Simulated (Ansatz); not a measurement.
Rutile MnF2 was calculated with PBE0 (PAW; Ansatz, an electronic-structure program).

Settings: plane-wave cutoff 460 eV, 6×6×8 k mesh (along the axes of the cell as run), Fermi–Dirac smearing 0.01 eV, spin-polarised with opposed moments, scalar-relativistic PAW data made under PBE.

Cell (measured lattice):

```yaml
crystal:
  lattice:
    - [4.87380, 0.00000, 0.00000]
    - [0.00000, 4.87380, 0.00000]
    - [0.00000, 0.00000, 3.31070]
  atoms:
    - { symbol: Mn, position: [0.00000, 0.00000, 0.00000], spin: 5.0 }
    - { symbol: Mn, position: [0.50000, 0.50000, 0.50000], spin: -5.0 }
    - { symbol: F, position: [0.30390, 0.30390, 0.00000] }
    - { symbol: F, position: [0.80390, 0.19610, 0.50000] }
    - { symbol: F, position: [0.19610, 0.80390, 0.50000] }
    - { symbol: F, position: [0.69610, 0.69610, 0.00000] }
```

**Question.** Estimate the band gap, smallest direct gap on the k points sampled and magnetic moment (largest site, within a sphere) that the calculation returns.

**Answer.** 
- band gap = 5.59 eV (on the SCF k mesh) (indirect)
- smallest direct gap on the k points sampled = 5.63 eV
- magnetic moment (largest site, within a sphere) = 4.26 μB

Measured, for comparison: band gap 9.9 eV (temperature not stated, not corrected to a static lattice, the source doubts the polymorph; as tabulated in Das and Bazhirov (2019), arXiv:1808.05325). Computed (rounded) less measured: band gap not scored (a reference that its source doubts or gives as a wide range).

Note: cell and atoms aren't relaxed at this level (largest force component 0.03 eV/Å, pressure 0.9 GPa).

Spins in the cell block are starting values.

Moments are spin moments.

Static lattice: no zero-point or thermal effects.

The result took roughly 17 core-minutes.
